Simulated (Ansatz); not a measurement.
We consider hcp Ti, described by r²SCAN (Ansatz, an electronic-structure program, PAW).

Numerical settings: plane-wave cutoff 600 eV, 24×24×14 k mesh (along the axes of the cell as run), Fermi–Dirac smearing 0.032 eV (set by the program), no spin polarisation, scalar-relativistic PAW data made under PBE.

Computed at the level's own relaxed cell.

Hill averages of the elastic tensor: K = 117.1 GPa, G = 51.9 GPa. Volume 17.309 Å³/atom, mean atomic mass 47.867 u.

Problem. Work out the density, the sound velocities of a polycrystal and the elastic Debye temperature, and Pugh's ratio at this level.

Solution. ρ = 1.66054 × 47.867/17.309 = 4.592 g/cm³. v_l = √[(K + 4G/3)/ρ] = 6.370 km/s and v_t = √(G/ρ) = 3.362 km/s. The mean follows from 3/v_m³ = 1/v_l³ + 2/v_t³: v_m = 3.759 km/s. Θ_D = (ħ/k_B) v_m (6π²/V)^(1/3) = 76.38 K Å s/km × 3.759 × 1.5068 Å⁻¹ = 433 K, counting all atoms of the cell. K/G = 2.26, to be set beside Pugh's rough bound of 1.75 between brittle and ductile metals.
